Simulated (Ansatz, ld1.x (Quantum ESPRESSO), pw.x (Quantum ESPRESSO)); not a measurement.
## Mo: does the TM potential hold in the solid?

molybdenum (Mo), norm-conserving Troullier–Martins (Kleinman–Bylander form), made with ld1.x (Quantum ESPRESSO) 7.5 (PBEsol, scalar-relativistic). Core [Kr], reference 4d5 5s1 5p0. Waves: 5p (bound, empty): rc 3.30 bohr; 4d (bound): rc 1.90 bohr; 5s (bound): rc 2.80 bohr. Local part: the s channel. Core correction: a·sin(br)/r model core, default radius (core density twice the valence density).

Crystal test: sc Mo in pw.x 7.5, no spin, 13³ k-points, Fermi–Dirac smearing 0.01 Ry, cutoffs 60/240 Ry. The reference is all-electron LAPW (Ansatz 0.2.0) with the same functional, mesh and smearing; V0 and B0 come from Birch–Murnaghan fits to the pressures at five volumes. Errors are pseudo minus all-electron; Δ is the rms difference of the E(V) curves that follow from these fits, minima aligned, over ±6 % about the mean V0. Mesh and smearing are coarse, so the numbers serve the comparison and aren't converged zero-temperature values; the lattice is a test structure that the element need not adopt.

All-electron: a0 = 2.571 Å (V0 = 17.00 Å³/atom), B0 = 209.2 GPa.

Q: How far does the potential miss the all-electron equation of state?

A: mean pressure error (GPa): +11.51; a0 (Å): 2.617; a0 error (%): +1.76; B0 error (%): -3.8; Δ (meV/atom): 41.2. The largest radius (3.30 bohr) exceeds half the bond length (2.44 bohr), so the spheres overlap, which is one possible source of error among others. This is a poor potential for the solid.

| V (Å³/atom) | P all-electron (GPa) | P pseudo (GPa) |
| --- | --- | --- |
| 16.318 | 9.41 | 23.07 |
| 16.748 | 3.29 | 15.77 |
| 17.177 | -2.07 | 9.33 |
| 17.606 | -6.76 | 3.68 |
| 18.036 | -10.86 | -1.28 |

Q: At the middle volume, how do free energy and pressure move when the wave cutoff is lowered (ecutrho kept at four times it)?

A:

```json
{"cutoff (Ry)": "27", "shift of F (meV/atom)": "+1780.4", "shift of P (GPa)": "-63.55"}
{"cutoff (Ry)": "36", "shift of F (meV/atom)": "+176.4", "shift of P (GPa)": "-10.67"}
{"cutoff (Ry)": "48", "shift of F (meV/atom)": "+2.6", "shift of P (GPa)": "-0.26"}
```

Input at the middle volume:

```
&control
  calculation='scf', prefix='x', pseudo_dir='./', outdir='./tmp', tstress=.true., disk_io='none'
/
&system
  ibrav=0, nat=1, ntyp=1, ecutwfc=60, ecutrho=240, nbnd=10,
  occupations='smearing', smearing='fd', degauss=0.01
/
&electrons
  conv_thr=1e-09, mixing_beta=0.4, electron_maxstep=70
/
ATOMIC_SPECIES
Mo 1.0 Mo.UPF
CELL_PARAMETERS angstrom
  2.58017466 0.00000000 0.00000000
  0.00000000 2.58017466 0.00000000
  0.00000000 0.00000000 2.58017466
ATOMIC_POSITIONS crystal
Mo 0.0000 0.0000 0.0000
K_POINTS automatic
13 13 13 0 0 0
```

```bash
pw.x < Mo.scf.in > Mo.scf.out
```

Lines of the output:

```
Message from routine setup:
     using ibrav=0 with symmetry is DISCOURAGED, use correct ibrav instead
     lattice parameter (alat)  =       4.8758  a.u.
     unit-cell volume          =     115.9161 (a.u.)^3
     number of electrons       =         6.00
     number of Kohn-Sham states=           10
     kinetic-energy cutoff     =      60.0000  Ry
     charge density cutoff     =     240.0000  Ry
     scf convergence threshold =      1.0E-09
     Exchange-correlation= PBESOL
     number of k points=    84  Fermi-Dirac smearing, width (Ry)=  0.0100
     iteration #  1     ecut=    60.00 Ry     beta= 0.40
     total energy              =     -25.77507848 Ry
     estimated scf accuracy    <       0.07020806 Ry
     iteration #  2     ecut=    60.00 Ry     beta= 0.40
     total energy              =     -25.77685146 Ry
     estimated scf accuracy    <       0.00861083 Ry
     iteration #  3     ecut=    60.00 Ry     beta= 0.40
     total energy              =     -25.77810359 Ry
     estimated scf accuracy    <       0.00043363 Ry
     iteration #  4     ecut=    60.00 Ry     beta= 0.40
     total energy              =     -25.77812152 Ry
     estimated scf accuracy    <       0.00002256 Ry
     iteration #  5     ecut=    60.00 Ry     beta= 0.40
     total energy              =     -25.77812610 Ry
     estimated scf accuracy    <       0.00000011 Ry
     iteration #  6     ecut=    60.00 Ry     beta= 0.40
     total energy              =     -25.77812613 Ry
     estimated scf accuracy    <       0.00000002 Ry
     iteration #  7     ecut=    60.00 Ry     beta= 0.40
     the Fermi energy is    12.4401 ev
!    total energy              =     -25.77812613 Ry
     estimated scf accuracy    <          3.3E-10 Ry
     smearing contrib. (-TS)   =      -0.00359581 Ry
     The total energy is F=E-TS. E is the sum of the following terms:
     one-electron contribution =       9.71131192 Ry
     hartree contribution      =       0.74774350 Ry
     xc contribution           =     -15.28477369 Ry
     ewald contribution        =     -20.94881205 Ry
     convergence has been achieved in   7 iterations
          total   stress  (Ry/bohr**3)                   (kbar)     P=       93.29
     Message from routine punch:
     Nothing written, as per user request (disk_io='none')
```

The run at the middle volume (84 k-points, 7 iterations) took about 4 s on one core of a shared host (Neoverse-V2, 96 threads, 742 GiB, load 40).
